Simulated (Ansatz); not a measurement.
# CH₅FSi: how energies converge with the basis set

An exercise on one series of results from a longer session: the logs are not shown, and one member is left open.

The runs use Ansatz 0.2.0, Gaussian basis; one geometry, several basis sets.

Levels to be run: PBE0-D4/def2-SVP; ωB97M-V/def2-SVP; PBE0-D4/def2-QZVPP; ωB97M-V/def2-QZVPP; the functionals' def2-TZVPP values are taken from earlier runs.

### Structure used throughout

The geometry comes from an earlier relaxation with PBE0-D4 in a triple-zeta def2 set; it is a stationary point, not always the lowest conformer.

8 atoms, charge 0, spin multiplicity 1.

Atoms are counted from 1 here; the program's logs count them from 0.

Bond lengths: C1–Si2 1.853 Å, C1–H4 1.092 Å, C1–H5 1.094 Å, C1–H6 1.092 Å, Si2–F3 1.604 Å, Si2–H7 1.485 Å, Si2–H8 1.485 Å. Angles: Si2–C1–H4 111.0°, Si2–C1–H5 110.1°, Si2–C1–H6 111.1°, H4–C1–H5 108.1°, H4–C1–H6 108.4°, H5–C1–H6 108.1°, C1–Si2–F3 109.4°, C1–Si2–H7 111.5°, C1–Si2–H8 111.5°, F3–Si2–H7 107.3°, F3–Si2–H8 107.3°, H7–Si2–H8 109.7°.

The first run:

Contents of in.yaml:

```yaml
crystal:
  periodic: [false, false, false]
  atoms:
    - {symbol: C, position_ang: [-0.521368, 0.700322, -0.437023]}
    - {symbol: Si, position_ang: [0.448405, -0.641987, 0.395191]}
    - {symbol: F, position_ang: [1.946493, -0.649558, -0.178754]}
    - {symbol: H, position_ang: [-0.562374, 0.542531, -1.517142]}
    - {symbol: H, position_ang: [-1.546705, 0.713199, -0.056522]}
    - {symbol: H, position_ang: [-0.077171, 1.680254, -0.248375]}
    - {symbol: H, position_ang: [0.538719, -0.420776, 1.860681]}
    - {symbol: H, position_ang: [-0.133701, -1.981185, 0.126044]}
basis:
  gaussian: {orbitals: def2-SVP}
hamiltonian: {xc: pbe0, dispersion: d4}
output: {orbitals: {seedname: orbitals}}
```

Among the steps run: PBE0-D4 in def2-SVP; ωB97M-V in def2-SVP; PBE0-D4 in def2-QZVPP; ωB97M-V in def2-QZVPP.

One of the session's tables, all rows but one given; the rest of the session is left out.

It belongs to the step «Density functionals: the series». 

| functional | basis | HOMO (eV) | LUMO (eV) |
| --- | --- | --- | --- |
| PBE0-D4 | def2-SVP | -9.19 | 1.09 |
| PBE0-D4 | def2-TZVPP | -9.24 | 0.49 |
| PBE0-D4 | def2-QZVPP | -9.25 | 0.28 |
| ωB97M-V | def2-SVP | ? | ? |
| ωB97M-V | def2-TZVPP | -11.51 | 2.17 |
| ωB97M-V | def2-QZVPP | -11.52 | 1.65 |

Estimate the missing values for ωB97M-V, def2-SVP.

The run gave: HOMO (eV): -11.44; LUMO (eV): 3.04. In the column «HOMO (eV)» it lies between ωB97M-V, def2-TZVPP (-11.51) and PBE0-D4, def2-QZVPP (-9.25).
